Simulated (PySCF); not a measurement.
Compound: HOC (doublet state).
Z-matrix (Å and degrees, PBE0-D3(BJ)/def2-SVP geometry), rows numbered from 1:
```
C 
O   1  1.2648
H   2  0.9872  1  114.03
```

As a line formula: HOC (`[C]O`) [radical].

The calculation used UKS B3LYP, IGLO-III on C O, pcH-1 on H, non-relativistic, mean-field spin-orbit, GIAO in PySCF 2.14.0. Isolated species at its PBE0-D3(BJ)/def2-SVP geometry, gas phase.

Principal values of hyperfine tensors in MHz (contact and dipolar terms together), for some of the nuclei:

| atom | isotope | A1 | A2 | A3 |
| --- | --- | --- | --- | --- |
| H3 | 1H | 220.96 | 222.12 | 245.54 |
| C1 | 13C | -24.94 | -19.20 | 251.21 |

Q: Give the isotropic coupling of each nucleus in MHz and in mT (g = 1.9993), and the anisotropic part.

A: a_iso is a third of the trace, T = A − a_iso, and a(mT) = a(MHz)/(g × 13.996).

```json
{"atom": "H3", "a_iso (MHz)": "229.54", "a_iso (mT)": "8.203", "T1": "-8.58", "T2": "-7.42", "T3": "16.00"}
{"atom": "C1", "a_iso (MHz)": "69.02", "a_iso (mT)": "2.467", "T1": "-93.96", "T2": "-88.22", "T3": "182.18"}
```

Q: What spin density at the nucleus of C1 lies behind its contact coupling (g_N = 1.40482)?

A: a_FC = (2μ0/3) gₑ μB g_N μN ρ(0)/(2S·h) = 800.24 MHz × g_N × ρ(0)/(2S), with ρ in bohr⁻³. With a_FC = 69.02 MHz and 2S = 1, ρ(0) = 0.0614 bohr⁻³.

Q: O2 (17O, g_N = -0.75752) isn't in the table. Its spin density at the nucleus is 0.114 bohr⁻³. What is its contact coupling?

A: By the same relation, a_FC = -69.1 MHz. Its full tensor has the principal values -93.10, -60.01, -54.21 MHz.

Q: Which nucleus of the table has the largest anisotropic coupling, and what is its form?

A: C1: -94.0, -88.2, 182.2 MHz, nearly axial, close to the ratio −1:−1:+2, the form that spin in one p orbital centred on that nucleus gives.

Q: In a single crystal, with the field along each principal axis of the tensor of C1 in turn, what first-order splitting does this nucleus give (isotropic g, quadrupole terms neglected)?

A: 2 lines (I = 1/2), spaced by |A_i|/(g × 13.996): 0.89, 0.69, 8.98 mT along the axes of A1, A2 and A3.
